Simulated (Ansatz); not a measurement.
Born–Oppenheimer molecular dynamics of CH3NO + CO2 (9 atoms, charge 0, multiplicity 1). It starts from a relaxed structure.

The calculation used Ansatz 0.2.0, RHF/6-31G*.

- ensemble: NVT, Nosé–Hoover chain
- time step: 1 fs
- steps asked: 300
- set temperature: 400 K
- thermostat: time constant 100 fs, chain length 5
- seed: 574242

First frame:

```xyz
9
Properties=species:S:1:pos:R:3
O 0.786 0.431 -3.031
C 0.003 -0.137 -2.430
O -0.810 -0.729 -1.876
N -0.549 -0.333 1.305
C 0.527 0.456 1.145
O 1.013 0.753 0.092
H -0.997 -0.716 0.502
H -0.908 -0.543 2.206
H 0.935 0.818 2.088
```

(1) How far do the bonds stretch over the last three quarters of this one trajectory? (Pairs bonded in most of those frames.)

Results:

(1) 
| bond | mean (Å) | spread (Å) | shortest | longest |
| --- | --- | --- | --- | --- |
| O1–C2 | 1.146 | 0.025 | 1.10 | 1.20 |
| C2–O3 | 1.148 | 0.024 | 1.09 | 1.20 |
| N4–C5 | 1.354 | 0.025 | 1.29 | 1.40 |
| N4–H7 | 0.999 | 0.019 | 0.96 | 1.04 |
| N4–H8 | 0.996 | 0.018 | 0.96 | 1.03 |
| C5–O6 | 1.194 | 0.010 | 1.17 | 1.22 |
| C5–H9 | 1.092 | 0.023 | 1.06 | 1.13 |

Mean temperature of the second half: 351 K. The conserved energy stayed within 1.5 meV per atom of its start (net change 0.98 meV per atom), so the integration is sound. The mean temperature of the second half is 12 % below the set value. A run of 0.3 ps of so small a system gives no equilibrium averages.

Time of the run: 12 min on 1 thread of Intel(R) Xeon(R) Platinum 8488C (Sapphire Rapids) (shared host), peak memory 0.18 GiB.
